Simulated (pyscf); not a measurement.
HO–SiH₂–OH (SMILES O[SiH2]O) + H• (SMILES [H]) -> HO–SiH•–OH (SMILES O[SiH]O) + H₂ (SMILES [H][H]) (hydrogen abstraction; doublet surface; H–Si broken, H–H formed). Optimised with ωB97X-D3(BJ)/def2-SVP in PySCF. Energies in eV from the separated reactants.

```
level                   barrier  reaction energy
----------------------  -------  ---------------
ωB97X-D3(BJ)/def2-TZVP     0.31            -0.34
PBE/def2-TZVP              0.07            -0.52
B3LYP-D3(BJ)/def2-TZVP     0.09            -0.52
PBE0-D3(BJ)/def2-TZVP      0.16            -0.41
ωB97M-D3(BJ)/def2-TZVP     0.31            -0.33
HF/def2-TZVP               0.75            -0.10
```

The functionals in the table span 0.24 eV in this barrier, from PBE to ωB97M-D3(BJ)/def2-TZVP. One saddle was located; it need not be the lowest between these sides. The angle at the transferred H is 177°.
